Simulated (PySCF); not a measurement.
# SiHCl + 3 HCl → SiH₄ + 2 Cl₂

Level: PBE0 in the def2-TZVP basis family, all electrons, no relativity, computed in PySCF with density fitting; open shells unrestricted.

| species | state and structure | E (Eh) | ZPE (kJ/mol) | H(298 K) − H(0) (kJ/mol) | S° (J/(mol K)) |
| --- | --- | --- | --- | --- | --- |
| SiHCl | singlet, Cs, Si–Cl 2.077 Å, Si–H 1.529 Å; Cl–Si–H 94.7° | -750.02673 | 20.1 | 10.7 | 251.2 |
| HCl | singlet, C∞v, H–Cl 1.279 Å | -460.66440 | 17.9 | 8.7 | 186.6 |
| SiH₄ | singlet, Td, Si–H 1.485 Å (×4) | -291.75605 | 81.5 | 10.5 | 204.7 |
| Cl₂ | singlet, D∞h, Cl–Cl 1.982 Å | -920.08940 | 3.5 | 9.1 | 222.5 |

What is the electronic reaction energy?

At PBE0/def2-TZVP, ΔE = 223.4 kJ/mol from the differences of the total energies times 2625.5, uphill. 

Add zero-point, thermal and entropy terms for 298.15 K and 1 bar.

ΔZPE = 14.7 and Δ[H(298) − H(0)] = -8.1 kJ/mol give ΔH° = 230.0 kJ/mol. ΔS° = -161.3 J/(mol K), so ΔG° = 230.0 − 298.15 × (-0.1613) = 278 kJ/mol.

The structures come from searches over a few start shapes, so lower isomers are not excluded.
